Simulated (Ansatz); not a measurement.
Calculated with Ansatz (gas phase, PBE0-D4/def2-TZVP geometries, no zero-point term in ΔE). CBS: MP2 limit from def2 TZ/QZ plus the TZ coupled-cluster correction, frozen cores. This one scheme is used for every species. Functionals use def2-TZVPP. B3LYP here is the variant with VWN-RPA as its local correlation; programs differ in this. HSE06 is defined as in plane-wave codes.

Consider the formal loss of a carbene: `CC(F)(F)Cl` → `F[C]F` + `CCl`.

`CC(F)(F)Cl`:

```xyz
8

C     0.485    0.612    0.249
C    -0.360   -0.557   -0.157
F     0.391   -1.527   -0.704
F    -0.980   -1.096    0.905
Cl   -1.608   -0.098   -1.343
H     0.988    1.022   -0.625
H     1.225    0.266    0.972
H    -0.142    1.378    0.702
```

`F[C]F`:

Z-matrix (Å, degrees):
```
C
F 1 1.296
F 1 1.296 2 104.7
```

`CCl`:

Z-matrix (Å, degrees):
```
C
Cl 1 1.773
H 1 1.088 2 108.6
H 1 1.087 2 108.7 3 -120.0
H 1 1.088 2 108.7 3 120.0
```

```csv
level,ΔE (kJ/mol),difference from CCSD(T)/CBS
LDA (SPW92),337.1,65.6
PBE-D4,280.4,8.9
revPBE-D4,269.6,-1.9
BLYP-D4,253.6,-17.9
B97M-V,275.4,3.9
B3LYP-D4,267.4,-4.1
r2SCANh-D4,293.6,22.1
r2SCAN0-D4,296.6,25.1
BHLYP-D4,276.4,4.9
CAM-B3LYP-D4,277.4,5.9
ωB97X-V,276.6,5.1
ωB97M-V,269.3,-2.2
PBE-QIDH,293.1,21.6
PBE,273.2,1.7
revPBE,246.7,-24.8
BLYP,237.5,-34.0
r2SCAN,289.7,18.2
PBE0,285.1,13.6
B3LYP,255.8,-15.7
r2SCANh,291.7,20.2
r2SCAN0,294.6,23.1
HSE06,285.1,13.6
BHLYP,268.1,-3.4
CAM-B3LYP,271.3,-0.2
LC-ωPBE,284.5,13.0
RPA@PBE/def2-TZVPP,244.4,-27.1
HF/def2-SVP,254.2,-17.3
MP2/def2-SVP,302.6,31.1
CCSD(T)/def2-SVP,280.2,8.7
HF/def2-TZVPP,230.5,-41.0
MP2/def2-TZVPP,287.7,16.2
SCS-MP2/def2-TZVPP,272.2,0.7
CCSD/def2-TZVPP,263.5,-8.0
CCSD(T)/def2-TZVPP,265.3,-6.2
HF/def2-QZVPP,229.2,-42.3
MP2/def2-QZVPP,290.8,19.3
SCS-MP2/def2-QZVPP,274.9,3.4
HF/CBS(def2),229.0,-42.5
MP2/CBS(def2),293.9,22.4
CCSD/CBS(def2),269.7,-1.8
CCSD(T)/CBS,271.5,0
```

Largest T1 diagnostic among the species: 0.017.

From PBE to PBE0 (25 % exact exchange), in def2-TZVPP and without D4, ΔE moves by +11.9 kJ/mol. In def2-TZVPP, CCSD(T) changes the Hartree–Fock value by +34.8 kJ/mol (the triples alone add +1.9 kJ/mol) and MP2 by +57.2 kJ/mol.
